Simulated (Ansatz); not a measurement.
# Molecular dynamics of BH$_{4}$NO

Input file:

```yaml
crystal:
  periodic: [false, false, false]
  atoms:
    - { symbol: B, position_ang: [0.058045, 0.069342, -0.001914] }
    - { symbol: O, position_ang: [-0.006406, -0.521027, 1.233871] }
    - { symbol: H, position_ang: [-0.86622, -0.423967, 1.643057] }
    - { symbol: "N", position_ang: [1.25816, 0.003909, -0.714212] }
    - { symbol: H, position_ang: [2.076227, -0.458828, -0.354895] }
    - { symbol: H, position_ang: [1.374289, 0.413549, -1.6218] }
    - { symbol: H, position_ang: [-0.889195, 0.635622, -0.477006] }
basis:
  gaussian: { orbitals: def2-TZVP }
hamiltonian:
  xc: pbe0
md:
  timestep: 1.0
  n_steps: 100
  ensemble: nve
  temperature: 2000.0
  initial_velocities: maxwell_boltzmann
  seed: 761929
```

Run as:

```bash
$ ansatz run input.yaml --threads 2 --pin off --max-ram 3072MiB --backend cpu --events-out ev --progress --plain --runs-dir out
```

It starts from a relaxed structure.

Output, in part (one step line in 4, the closing report, with atoms numbered from 0):

```
md step     0: t =     0.00 fs  T =  2000.0 K  F+E_penalty+E_count = -4277.88638714 eV  E_kin = 1.292600 eV  conserved = -4276.59378716 eV  (25 SCF iters)
md step     4: t =     4.00 fs  T =  1170.5 K  F+E_penalty+E_count = -4277.33425379 eV  E_kin = 0.756520 eV  conserved = -4276.57773372 eV  (29 SCF iters)
md step     8: t =     8.00 fs  T =   658.1 K  F+E_penalty+E_count = -4277.00604409 eV  E_kin = 0.425319 eV  conserved = -4276.58072471 eV  (29 SCF iters)
md step    12: t =    12.00 fs  T =   782.5 K  F+E_penalty+E_count = -4277.07985924 eV  E_kin = 0.505706 eV  conserved = -4276.57415283 eV  (30 SCF iters)
md step    16: t =    16.00 fs  T =   929.0 K  F+E_penalty+E_count = -4277.17665411 eV  E_kin = 0.600417 eV  conserved = -4276.57623729 eV  (29 SCF iters)
md step    20: t =    20.00 fs  T =  1205.0 K  F+E_penalty+E_count = -4277.35143102 eV  E_kin = 0.778819 eV  conserved = -4276.57261242 eV  (30 SCF iters)
md step    24: t =    24.00 fs  T =   777.8 K  F+E_penalty+E_count = -4277.07264971 eV  E_kin = 0.502670 eV  conserved = -4276.56997992 eV  (28 SCF iters)
md step    28: t =    28.00 fs  T =   531.6 K  F+E_penalty+E_count = -4276.90575336 eV  E_kin = 0.343602 eV  conserved = -4276.56215178 eV  (30 SCF iters)
md step    32: t =    32.00 fs  T =  1138.4 K  F+E_penalty+E_count = -4277.30283758 eV  E_kin = 0.735759 eV  conserved = -4276.56707890 eV  (30 SCF iters)
md step    36: t =    36.00 fs  T =  1331.5 K  F+E_penalty+E_count = -4277.43545926 eV  E_kin = 0.860535 eV  conserved = -4276.57492416 eV  (29 SCF iters)
md step    40: t =    40.00 fs  T =  1297.3 K  F+E_penalty+E_count = -4277.40977984 eV  E_kin = 0.838474 eV  conserved = -4276.57130617 eV  (28 SCF iters)
md step    44: t =    44.00 fs  T =   620.7 K  F+E_penalty+E_count = -4276.96771094 eV  E_kin = 0.401138 eV  conserved = -4276.56657287 eV  (30 SCF iters)
md step    48: t =    48.00 fs  T =   661.5 K  F+E_penalty+E_count = -4276.99899616 eV  E_kin = 0.427558 eV  conserved = -4276.57143789 eV  (44 SCF iters)
md step    52: t =    52.00 fs  T =  1097.9 K  F+E_penalty+E_count = -4277.28077974 eV  E_kin = 0.709599 eV  conserved = -4276.57118119 eV  (30 SCF iters)
md step    56: t =    56.00 fs  T =   920.1 K  F+E_penalty+E_count = -4277.16443037 eV  E_kin = 0.594681 eV  conserved = -4276.56974936 eV  (30 SCF iters)
md step    60: t =    60.00 fs  T =   983.8 K  F+E_penalty+E_count = -4277.20689632 eV  E_kin = 0.635803 eV  conserved = -4276.57109375 eV  (28 SCF iters)
md step    64: t =    64.00 fs  T =   812.3 K  F+E_penalty+E_count = -4277.11080985 eV  E_kin = 0.525004 eV  conserved = -4276.58580570 eV  (29 SCF iters)
md step    68: t =    68.00 fs  T =   842.5 K  F+E_penalty+E_count = -4277.12410327 eV  E_kin = 0.544502 eV  conserved = -4276.57960159 eV  (30 SCF iters)
md step    72: t =    72.00 fs  T =  1499.9 K  F+E_penalty+E_count = -4277.55658947 eV  E_kin = 0.969380 eV  conserved = -4276.58720901 eV  (29 SCF iters)
md step    76: t =    76.00 fs  T =  1238.4 K  F+E_penalty+E_count = -4277.38331105 eV  E_kin = 0.800394 eV  conserved = -4276.58291690 eV  (28 SCF iters)
md step    80: t =    80.00 fs  T =  1158.5 K  F+E_penalty+E_count = -4277.33002684 eV  E_kin = 0.748729 eV  conserved = -4276.58129761 eV  (29 SCF iters)
md step    84: t =    84.00 fs  T =   891.8 K  F+E_penalty+E_count = -4277.16166437 eV  E_kin = 0.576366 eV  conserved = -4276.58529794 eV  (30 SCF iters)
md step    88: t =    88.00 fs  T =   770.4 K  F+E_penalty+E_count = -4277.07211889 eV  E_kin = 0.497933 eV  conserved = -4276.57418624 eV  (30 SCF iters)
md step    92: t =    92.00 fs  T =  1378.9 K  F+E_penalty+E_count = -4277.47625898 eV  E_kin = 0.891168 eV  conserved = -4276.58509084 eV  (30 SCF iters)
md step    96: t =    96.00 fs  T =   948.5 K  F+E_penalty+E_count = -4277.17937461 eV  E_kin = 0.613013 eV  conserved = -4276.56636119 eV  (29 SCF iters)
md step   100: t =   100.00 fs  T =   719.1 K  F+E_penalty+E_count = -4277.03707174 eV  E_kin = 0.464784 eV  conserved = -4276.57228756 eV  (44 SCF iters)
Total energy: -4277.03709810 eV, -157.1782142754 hartree
Atom 0 at     0.024676     0.131937    -0.080927 Å, force    -2.165584    -2.242568     2.367199 eV/Å
Atom 1 at     0.035437    -0.568181     1.245876 Å, force     2.195598     1.473243    -3.676558 eV/Å
Atom 2 at    -0.769363    -0.349396     1.613870 Å, force    -2.628422     0.458941     1.596983 eV/Å
Atom 3 at     1.232084     0.039768    -0.687836 Å, force     2.905932    -0.312132    -2.027718 eV/Å
Atom 4 at     1.900707    -0.287543    -0.022241 Å, force     0.469208    -0.328995     0.543088 eV/Å
Atom 5 at     1.706363    -0.086190    -1.611915 Å, force    -1.718515     0.843202     1.083414 eV/Å
Atom 6 at    -1.086521     0.468376    -0.500057 Å, force     0.941783     0.108307     0.113592 eV/Å
Dipole moment:     0.103353     0.071170    -0.218848 e Å
```

The run went to its last step. The conserved energy wandered by up to 5.5 meV per atom (net 3.1 meV per atom), which is poor conservation. Over the second half the temperature averaged 0.50 of the 2000 K drawn at the start: a run that starts near a minimum puts about half its kinetic energy into the potential. A run of 0.1 ps of so small a system gives no equilibrium averages.

The same pairs are bonded in the first frame and the last. Pairs count as bonded within 1.25 times the sum of covalent radii (0.12 Å more for H–H).

Last frame:

```xyz
7
Properties=species:S:1:pos:R:3
B 0.025 0.132 -0.081
O 0.035 -0.568 1.246
H -0.769 -0.349 1.614
N 1.232 0.040 -0.688
H 1.901 -0.287 -0.022
H 1.706 -0.086 -1.612
H -1.087 0.468 -0.500
```

Time of the run: 100 s on 2 threads of Arm Neoverse V2, on a shared host, peak memory 0.18 GiB.
